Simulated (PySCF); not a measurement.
## OH⁺: a composite coupled-cluster calculation

State: ³Σ⁻, triplet, unpaired electrons π ↑↑. De refers to H⁺ + O. ROHF-based CCSD(T) in PySCF 2.14 with H aug-cc-pVTZ, O aug-cc-pVTZ and H aug-cc-pVQZ, O aug-cc-pVQZ (frozen core orbitals: 1; no relativity). Correlation energies are extrapolated as n⁻³ (n = 3, 4), Hartree–Fock as (n+1)·exp(−9√n). CV is the change on freezing 0 orbitals instead, in H cc-pVTZ, O cc-pwCVTZ. SR is the spin-free X2C energy in H cc-pVTZ-DK, O cc-pVTZ-DK less the non-relativistic one in H cc-pVTZ, O cc-pVTZ.

| Level | Re (Å) | ωe (cm⁻¹) | ωexe (cm⁻¹) | αe (cm⁻¹) | De (eV) |
| --- | --- | --- | --- | --- | --- |
| CCSD(T)/TZ | 1.0312 | 3113.2 | 80.0 | 0.723 | 5.238 |
| CCSD(T)/QZ | 1.0283 | 3124.9 | 82.8 | 0.746 | 5.228 |
| HF/CBS | 1.0043 | 3397.8 | 80.5 | 0.711 | 5.173 |
| MP2/CBS | 1.0205 | 3212.7 | 82.2 | 0.737 | 5.174 |
| CCSD/CBS | 1.0248 | 3159.9 | 82.9 | 0.747 | 5.220 |
| CCSD(T)/CBS | 1.0272 | 3130.5 | 84.1 | 0.756 | 5.213 |
| CCSD(T)/CBS+CV | 1.0266 | 3132.9 | 84.2 | 0.757 | 5.208 |
| CCSD(T)/CBS+CV+SR | 1.0266 | 3131.4 | 84.1 | 0.757 | 5.210 |

Problem. How much is left between CCSD(T)/QZ and the basis-set limit, and how much do the triples give at the limit?

Solution. CCSD(T)/CBS less CCSD(T)/QZ: -1.1 mÅ in Re, +5.6 cm⁻¹ in ωe and -0.015 eV in De. CCSD(T)/CBS less CCSD/CBS: +2.4 mÅ in Re, -29.4 cm⁻¹ in ωe and -0.007 eV in De.

Problem. What do the later terms add?

Solution. CV: -0.6 mÅ in Re, +2.4 cm⁻¹ in ωe and -0.005 eV in De; SR: +0.0 mÅ in Re, -1.5 cm⁻¹ in ωe and +0.002 eV in De, each against the row above.

The T1 diagnostic is 0.018. The state was picked by a PBE0 search and need not be the measured ground state. Spin–orbit coupling, excitations beyond (T) and corrections to the Born–Oppenheimer picture are left out.

The whole job (state search and all basis sets along the bond) took about 8.7 min on 4 threads of Arm Neoverse V1 (shared host), peak memory 13 GiB.
